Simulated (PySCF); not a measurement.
Potential energy of LiO⁺ along the bond

Set-up: PySCF, no relativity, basis sets Li STO-3G, O STO-3G. Energies in eV from Li⁺ + O in their ground configurations at the same level. All curves are PBE0. state 1: ³Σ⁻ (triplet), unpaired electrons π ↑↑; state 2: ³Π (triplet), unpaired electrons σ ↑, π ↑, a second solution, started from another occupation; state 3: Ms = 0 determinant of mixed spin (⟨S²⟩ near 1.0), unpaired electrons π ↑↓, a mixture of terms (⟨Lz²⟩ = 2.0), a second solution, started from another occupation; state 4: Ms = 0 determinant of mixed spin (⟨S²⟩ near 1.0), unpaired electrons σ ↓, π ↑, a second solution, started from another occupation.

```tsv
R (Å)	state 1	state 2	state 3	state 4
1.764	-1.544	-1.046	-0.6459	-0.1311
1.846	-1.661	-1.071	-0.7563	-0.1613
1.928	-1.727	-1.064	-0.8166	-0.1595
1.990	-1.752	-1.045	-0.8370	-0.1434
2.051	-1.759	-1.016	-0.8404	-0.1183
2.112	-1.752	-0.982	-0.8301	-0.0864
2.195	-1.726	-0.928	-0.7990	-0.0365
2.297	-1.670	-0.854	-0.7385	0.0338
2.420	-1.579	-0.761	-0.6425	0.1241
2.584	-1.430	-0.637	-0.4891	0.2470
```

Question: Put a parabola through the three lowest points of the state 1 curve and estimate Re, k and ωe (reduced mass 4.877 u; 1 eV/Å² = 0.16022 mdyn/Å; ωe = 1302.8·√(k/μ) cm⁻¹).

Answer: Through R = 1.99, 2.051, 2.112 Å the second-order coefficient is 1.88 eV/Å², so Re ≈ 2.051 Å, k ≈ 0.603 mdyn/Å and ωe ≈ 458 cm⁻¹. A polynomial fit of higher order to the unrounded PBE0 energies gives Re = 2.050 Å, k = 0.597 mdyn/Å, ωe = 456 cm⁻¹; anharmonicity and rounding make the difference.

The higher-order fit for each curve: state 1: Re = 2.050 Å, ωe = 456 cm⁻¹, De = 1.76 eV; state 2: Re = 1.865 Å, ωe = 488 cm⁻¹, minimum 1.07 eV below the ground-state fragments; state 3: Re = 2.034 Å, ωe = 462 cm⁻¹, minimum 0.84 eV below the ground-state fragments; state 4: Re = 1.880 Å, ωe = 473 cm⁻¹, minimum 0.164 eV below the ground-state fragments.

For an ion De counts to the pair picked by the measured ionisation energies or electron affinities, which need not be the lowest pair at this level. STO-3G is very small, so such numbers show the basis as much as the molecule. The state was picked by a PBE0 search and need not be the measured ground state.
